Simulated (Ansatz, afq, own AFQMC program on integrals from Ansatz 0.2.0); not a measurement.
## CO, triplet → CO, quintet

```yaml
atoms:
  - { symbol: O, position_ang: [0.0000, 0.0000, 0.0000] }
  - { symbol: C, position_ang: [0.0000, 0.0000, 1.1955] }
```

E(quintet, charge +0) − E(triplet, charge +0) at this geometry, on ROHF and UHF determinants.

Basis cc-pVTZ. Noble-gas cores (and the filled d shells of Ga–Kr and In–Xe) are frozen. Integrals, coupled cluster, full CI and functionals: Ansatz 0.2.0; the random walks run on the same integrals in our own AFQMC program. ph-AFQMC/CISD is guided by a CISD state made of CCSD amplitudes; releasing the constraint for a short imaginary time cuts its bias at the price of noise, slowly where states lie close. Uncertainties: one standard error, sampling alone. The errors of all members are added in quadrature.

No full CI on the walks' own integrals is used here; CCSDT(Q) serves as the reference and is uncertain by about the last step of the cluster series. Each member takes its own surest rung, up to full CI.

Errors are counted within cc-pVTZ, not against nature.

Cautions: CO (triplet): another spin lies lower, a spin-contaminated unrestricted determinant lies lower (UHF 314 meV lower, ⟨S²⟩ 2.19), released walk and highest rung disagree (by 15 meV at 1.62 1/Eh, later times being noisier), its ph-AFQMC/CISD value lies 45 ± 5 meV above CCSDT(Q); CO (quintet): another spin lies lower; the upper state may be diffuse, so the gap hangs on the basis.

```csv
level,vertical spin gap (eV)
HF,3.406
CCSD,5.588
```

(1) From these cheaper values, estimate the vertical spin gap at the reference level in cc-pVTZ.

(1) 5.855 eV (CCSDT(Q) in cc-pVTZ).

```csv
level,vertical spin gap (eV),error against CCSDT(Q) (eV)
MP2,5.999,0.144
CCSD(T),5.836,-0.019
CCSDT,5.836,-0.018
ph-AFQMC/HF,5.697 ± 0.036,-0.157 ± 0.036
ph-AFQMC/CISD,5.815 ± 0.006,-0.040 ± 0.006
released AFQMC,5.835 ± 0.007,-0.020 ± 0.007
```

Correlation beyond CCSD(T) adds 0.019 eV. The perturbative (T) step is worth +0.248 eV.

A walk keeps the symmetry of its determinant, which the program's search chose and which needn't be the lowest solution, so a lower state of the same spin and another symmetry isn't excluded. Released energies are given only where the last usable release times agree within the noise; a slower fall can still hide under it.
